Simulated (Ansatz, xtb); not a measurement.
Relative energy of two isomers of C5H12O

We compare I, `CCCCOC`, a singlet, with II, `COC(C)(C)C`, a singlet. Both are isolated molecules in the gas phase, relaxed with PBE-D3(BJ)/def2-SVP; the shapes shown needn't be the lowest conformers.

I (Å):

```xyz
18

C    -2.6755   -1.0984    0.4823
C    -1.4467   -0.6060   -0.2813
C    -1.0726    0.8443    0.0398
C     0.1829    1.3224   -0.6755
C     2.4811    0.8843   -0.8995
O     1.2837    0.5436   -0.2512
H    -2.9210   -2.1499    0.2303
H    -3.5710   -0.4825    0.2536
H    -2.5143   -1.0475    1.5796
H    -0.5702   -1.2489   -0.0557
H    -1.6196   -0.7012   -1.3769
H    -0.9158    0.9569    1.1354
H    -1.9088    1.5267   -0.2285
H     0.0509    1.2360   -1.7861
H     0.3658    2.4067   -0.4616
H     3.2822    0.2308   -0.5016
H     2.4207    0.7365   -2.0068
H     2.7723    1.9497   -0.7203
```

II (Å):

```csv
atom,x (Å),y (Å),z (Å)
C,-2.3814,1.7075,2.2593
C,-0.2741,0.7015,1.5581
C,0.5660,0.7690,0.2789
C,0.5286,1.2500,2.7500
C,-0.7237,-0.7456,1.8223
O,-1.4040,1.5476,1.2609
H,-3.1585,2.3772,1.8403
H,-1.9898,2.1829,3.1903
H,-2.8784,0.7511,2.5498
H,1.4808,0.1509,0.3688
H,-0.0273,0.4062,-0.5834
H,0.8612,1.8170,0.0741
H,-0.0391,1.1832,3.6998
H,1.4653,0.6735,2.8855
H,0.7947,2.3119,2.5763
H,0.1549,-1.4141,1.9186
H,-1.3088,-0.8343,2.7597
H,-1.3500,-1.1109,0.9839
```

Problem. Estimate which is lower in electronic energy at CCSD(T)/def2-SVP + ΔMP2/def2-TZVPP, and by roughly how much.

Solution. The CCSD(T)/def2-SVP + ΔMP2/def2-TZVPP calculation puts structure II lower, by 4.9 kcal/mol.

How the difference moves with the method:

| level | geometry | E(II) − E(I) (kcal/mol) | departure from the last row (kcal/mol) | job, with rough time for the two |
| --- | --- | --- | --- | --- |
| GFN2-xTB | GFN2-xTB | −3.7 | +1.2 | optimisation, 0.23 s |
| HF/STO-3G | GFN2-xTB | 0.0 | +4.9 | single point, 0.76 s |
| r2SCAN-D4/def2-SVP | GFN2-xTB | −4.1 | +0.8 | single point, 5.2 s |
| PBE-D3(BJ)/def2-SVP | PBE-D3(BJ)/def2-SVP | −2.9 | +2.0 | optimisation, 24 s |
| HF/def2-SVP | PBE-D3(BJ)/def2-SVP | −0.4 | +4.5 | part of the CCSD(T) run |
| MP2/def2-SVP | PBE-D3(BJ)/def2-SVP | −4.6 | +0.3 | part of the CCSD(T) run |
| CCSD(T)/def2-SVP | PBE-D3(BJ)/def2-SVP | −4.1 | +0.8 | single point |
| CCSD(T)/def2-SVP + ΔMP2/def2-TZVPP | PBE-D3(BJ)/def2-SVP | −4.9 |  | single point, 2.1 min |

As drawn, both hold the same kinds of bond in the same numbers. Structure I has 2 methyl groups, II 4.

HF/STO-3G, HF/def2-SVP find them nearly level. The largest departure from CCSD(T)/def2-SVP + ΔMP2/def2-TZVPP is that of HF/STO-3G, 4.9 kcal/mol. The last row adds to CCSD(T) the change of the MP2 difference between the two basis sets, here −0.8 kcal/mol.

With thermal terms from frequencies at re-optimised GFN2-xTB minima (ideal gas, soft modes damped towards free rotors, one conformer each, 298.15 K, 1 atm): on the last row, ΔE + ΔZPE = −5.6, ΔH = −5.5, ΔG = −5.2 kcal/mol.

The correlated steps freeze 6 core orbitals. Codes used: Ansatz 0.2.0, xtb 6.7.1; the last row on 2 threads of Intel(R) Xeon(R) Processor @ 2.70GHz on a shared host.
